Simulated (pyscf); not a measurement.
Routes from `[CH3][AlH][CH3]` + `[NH3]`

Candidate steps break at most two bonds and form at most two. Each was searched with GFN2-xTB (tblite) first. Optimised with ωB97X-D3(BJ)/def2-SVP in PySCF. Energies: ωB97M-D3(BJ)/def2-TZVP, eV, from the separated reactants, singlet surface; ΔG‡ with ideal gas, 1 atm, RRHO with modes under 100 cm⁻¹ raised to 100, one conformer, R ln 2 for chiral ones without a mode under 150 cm⁻¹.

| products | type | ΔE‡ | ΔE | ΔG‡ 298 K | ΔG‡ 900 K | ν‡ (cm⁻¹) |
|---|---|---|---|---|---|---|
| H₃C–Al(CH₃)–NH₂ + H₂ | four-centre exchange | 0.06 | -0.82 | 0.46 | 1.39 | 1277i |
| CH₄ + H₃C–AlH–NH₂ | four-centre exchange | 0.20 | -1.11 | 0.62 | 1.59 | 1519i |

Row 1: On the reactant side the descent ends in an adduct with a Al–N contact (not fully relaxed), 1.26 eV under the separated species and 1.26 eV under the saddle at ωB97X-D3(BJ)/def2-TZVP. Row 2: On the reactant side the descent ends in an adduct with a Al–N contact (not fully relaxed), 1.25 eV under the separated species and 1.40 eV under the saddle at ωB97X-D3(BJ)/def2-TZVP. 

Plain bond fissions and candidates not yet searched are not listed, and one of them may be faster. Each barrier is that of the saddle found; lower ones may exist.
